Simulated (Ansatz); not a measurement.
We consider fluorite SrCl2, described by LDA in Ansatz (plane waves, PAW).

Total energies, extrapolated to zero smearing (they compare only within this program, potentials and cutoff; free atoms with spin allowed, lowest state found):

```
system                   energy (eV/atom)
-----------------------  ----------------
fluorite SrCl2, relaxed        -1846.6984
free Sr atom                   -3442.4316
free Cl atom                   -1041.9904
```

Question: Work out the cohesive energy per atom.

Answer: E_coh = [1 × (-3442.4316) + 2 × (-1041.9904)]/3 − (-1846.6984) = 4.56 eV/atom. The reference value is 4.28 ± 0.03 eV/atom (derived here from tabulated measurements, brought to a static lattice with a Debye model, atoms in their spin–orbit ground levels; inputs from the CRC Handbook), a difference of +0.28 eV/atom.

The PAW data were made under PBE.

Ansatz is a program for electronic structure.
